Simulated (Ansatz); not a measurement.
Bulk modulus (GPa) of solids drawn from the class of oxides, at two levels: PBE (Ansatz, a quantum-chemistry and plane-wave program, PAW), and PBE-D3(BJ) in Ansatz (plane waves, PAW).

| solid | PBE | PBE-D3(BJ) | shift (%) |
|---|---|---|---|
| rutile SnO₂ | 167 | 177 | +6.0 |
| cubic perovskite BaHfO₃ | 155 | 161 | +3.9 |
| cuprite Ag₂O | 70.2 | 78.7 | +12.1 |
| rock-salt BaO | 69.1 | 73.3 | +6.1 |
| rutile CrO₂ | 230 | 240 | +4.3 |
| α-quartz (SiO2) | 31.7 | 38.9 | +23 |
| corundum (α-Al2O3) | 230 | 239 | +3.9 |
| corundum Ga₂O₃ (metastable phase) | 199 | 207 | +4.0 |
| rock-salt CdO | 126 | 135 | +7.1 |
| rock-salt SrO | 84.6 | 90.0 | +6.4 |

The shifts run from +3.9 % to +23 %, with a median of +6.0 %.

Of 10 rows, PBE-D3(BJ) is the larger in 10 and the smaller in 0.

Ansatz's runs of these crystals have no spin polarisation, but for rutile CrO2.

Density-functional runs with spin start from parallel moments for rutile CrO2.

Spin–orbit coupling is left out, also for the solids with elements from indium on (rutile SnO2, cubic perovskite BaHfO3, rock-salt BaO); its size isn't shown.

In Ansatz's fits of the non-cubic solids, shape and atoms are relaxed at each volume.

Each level is taken at its own relaxed cell. Caveats: the gap of the solid is closed in this run (cuprite Ag2O, rock-salt CdO). Ansatz's density-functional and Hartree–Fock values are scalar-relativistic unless marked +SOC, with PAW data made under PBE.
